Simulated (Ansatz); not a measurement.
BH7OSi (`[BH3-][OH+][SiH3]`). Charge 0, multiplicity 1.

```xyz
10

B     0.338   -1.381   -0.097
O    -0.381   -0.028   -0.719
Si   -0.292    1.252    0.394
H     1.445   -1.392   -0.579
H    -0.382   -2.296   -0.397
H     0.328   -1.103    1.089
H    -0.179    0.130   -1.645
H     1.095    1.435    0.865
H    -1.242    0.945    1.476
H    -0.731    2.438   -0.386
```

Q: Give the diagnostics of a CCSD(T)/def2-TZVPP run (frozen core, Ansatz 0.2.0). (An estimate is asked.)

A: Ansatz gave: T1 = 0.0103, largest single amplitude 0.010, largest double 0.020, (T) share of the correlation energy 3.0 %, 9 CCSD cycles. The RHF solution is stable towards an unrestricted one. T1 lies under the customary mark of 0.02 for closed shells.
